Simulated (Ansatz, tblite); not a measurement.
Cost and result up the ladder for Al(NH3)H3 (AlNH₆) (8 atoms). Total charge 0; singlet. Geometry: r2SCAN-D4/def2-TZVP.

```xyz
8

Al    1.027    0.068   -0.292
N    -0.949   -0.063    0.270
H    -1.457   -0.718   -0.318
H    -1.412    0.839    0.198
H    -1.038   -0.379    1.232
H     1.531    1.147    0.779
H     0.835    0.563   -1.804
H     1.464   -1.456   -0.065
```

Ansatz on 4 threads of Arm Neoverse V1 on a shared host; xTB runs through tblite on one thread. Times are rough, summed over both states, and most runs start from the orbitals of an earlier one. CCSD(T)/def2-TZVPP serves as the yardstick here, not as an exact answer. The other state is a doublet.

The xTB rows come from tblite. Correlated methods freeze 6 core orbitals.

Run but left out: PBE-D4/def2-TZVP, r2SCAN-D4/def2-TZVP (charge +1 doublet: an occupied level 0.01 to 0.27 eV above an empty one).

Correlated methods converge slowly with the basis.

Raw xTB energies of ions are shifted by several eV.

| level | functions | vertical IE (eV) | difference from CCSD(T)/def2-TZVPP (eV) |
| --- | --- | --- | --- |
| CCSD(T)/def2-TZVPP | 157 | 10.13 | 0.00 |
| GFN2-xTB | 19 | 13.43 | 3.29 |
| GFN1-xTB | 25 | 14.62 | 4.49 |
| PBE0-D4/def2-TZVP | 104 | 9.81 | -0.32 |

Question: Estimate how long each takes.

Answer: GFN2-xTB 0.004 s; GFN1-xTB 0.006 s; PBE0-D4/def2-TZVP 4.1 s; CCSD(T)/def2-TZVPP 28 s. On shared hardware such times vary by a factor of up to 3.
